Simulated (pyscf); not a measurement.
**Four-centre exchange: F–SiH₃ (SMILES F[SiH3]) + :HC–F (SMILES [CH]F) [singlet] → F–C:–F (SMILES F[C]F) [singlet] + SiH₄ (SMILES [SiH4])**

Gas phase, singlet surface, charge 0. Bonds broken: F1–Si4, C2–H5. Bonds formed: F1–C2, Si4–H5. PySCF, gas phase, ωB97X-D3(BJ)/def2-SVP geometries. Correlated levels are frozen-core, on RHF or UHF. ΔMP2 is the change of the MP2 total energy from the triple- to the quadruple-zeta basis.

Transition state (Å):

```xyz
8

F     -0.8833     0.9678    -0.1028
C      0.4539     0.5335    -0.8012
F      1.3460     1.0484     0.0400
Si    -0.7816    -0.7617     0.8470
H      0.3419    -0.6446    -0.4407
H     -0.1463    -2.1067     1.0740
H     -2.1628    -1.0238     0.3866
H     -0.5542     0.0160     2.0828
```

One imaginary mode, 395i cm⁻¹; descent along it reached the two sides named.

```
bond    change  reactant side (Å)  saddle  product side
------  ------  -----------------  ------  ------------
F1–Si4  breaks              1.640   1.976           3.3
C2–H5   breaks              1.128   1.237           3.7
F1–C2    forms              2.350   1.570         1.301
Si4–H5   forms                3.9   1.713         1.489
```

Electronic energies relative to the separated reactants (kcal/mol):

| level | barrier | reaction energy | reverse barrier |
|---|---|---|---|
| ωB97X-D3(BJ)/def2-TZVP | 40.2 | +8.6 | 31.7 |
| PBE/def2-TZVP | 28.6 | +4.6 | 24.0 |
| r²SCAN/def2-TZVP | 31.5 | +6.6 | 24.9 |
| B3LYP-D3(BJ)/def2-TZVP | 39.5 | +9.6 | 29.8 |
| PBE0-D3(BJ)/def2-TZVP | 34.0 | +6.6 | 27.4 |
| M06-2X/def2-TZVP | 41.2 | +11.1 | 30.1 |
| ωB97M-D3(BJ)/def2-TZVP | 40.7 | +8.8 | 32.0 |
| HF/def2-TZVP | 66.3 | +13.9 | 52.4 |
| MP2/def2-QZVPP | 42.5 | +12.4 | 30.2 |
| CCSD/def2-TZVPP | 47.8 | +11.5 | 36.3 |
| CCSD(T)/def2-TZVPP | 43.9 | +10.3 | 33.6 |
| CCSD(T)/def2-TZVPP + ΔMP2(QZVPP) | 43.6 | +11.5 | 32.1 |

With CCSD(T)/def2-TZVPP + ΔMP2(QZVPP) energies and thermal terms (ideal gas, 1 atm, RRHO with modes under 100 cm⁻¹ raised to 100, one conformer, R ln 2 for rigid chiral ones), in kcal/mol:

| T (K) | ΔH‡ | ΔG‡ | ΔH | ΔG |
|---|---|---|---|---|
| 298 | 43.9 | 54.9 | +10.5 | +11.7 |
| 600 | 44.1 | 66.0 | +10.5 | +12.9 |
| 900 | 44.7 | 76.8 | +10.6 | +14.0 |
| 1200 | 45.3 | 87.4 | +10.7 | +15.1 |

This is the saddle that the search found; another between the same sides may lie lower. A restricted singlet here is unstable towards spin polarisation, as is usual where a triplet lies low; its energy is less safe. The CCSD(T) − MP2 part came from Ansatz, without density fitting, on the same reference.
